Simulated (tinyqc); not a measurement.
Inside a calculation. Method: Hueckel theory of the pi electrons, for the molecule C=CC=CC=C (SMILES; centres numbered as the heavy atoms are written). One step of it, computed by the program tinyqc.

Question. Orbitals. Diagonalise; E = alpha + x beta with beta < 0, so the largest x are filled first; degenerate levels share their electrons. P = sum n_i c_ri c_si; each orbital has its largest coefficient positive (the first on a tie).

Hueckel matrix in units of beta (H = alpha + beta A), lower triangle:
```
,1C,2C,3C,4C,5C,6C
1C,0.000000
2C,1.000000,0.000000
3C,0.000000,1.000000,0.000000
4C,0.000000,0.000000,1.000000,0.000000
5C,0.000000,0.000000,0.000000,1.000000,0.000000
6C,0.000000,0.000000,0.000000,0.000000,1.000000,0.000000
```

pi electrons, sum of z_r less the charge = 6

Give: x values; occupations; coefficients; charge and bond-order matrix P.

Answer.

x values: 1.802  1.247  0.445  -0.445  -1.247  -1.802

occupations: 2.000  2.000  2.000  0.000  0.000  0.000

coefficients:
```
,MO1,MO2,MO3,MO4,MO5,MO6
1C,0.232,0.418,0.521,0.521,-0.418,0.232
2C,0.418,0.521,0.232,-0.232,0.521,-0.418
3C,0.521,0.232,-0.418,-0.418,-0.232,0.521
4C,0.521,-0.232,-0.418,0.418,-0.232,-0.521
5C,0.418,-0.521,0.232,0.232,0.521,0.418
6C,0.232,-0.418,0.521,-0.521,-0.418,-0.232
```

charge and bond-order matrix P, lower triangle:
```
,1C,2C,3C,4C,5C,6C
1C,1.000
2C,0.871,1.000
3C,0.000,0.483,1.000
4C,-0.388,0.000,0.785,1.000
5C,0.000,-0.086,0.000,0.483,1.000
6C,0.301,0.000,-0.388,0.000,0.871,1.000
```
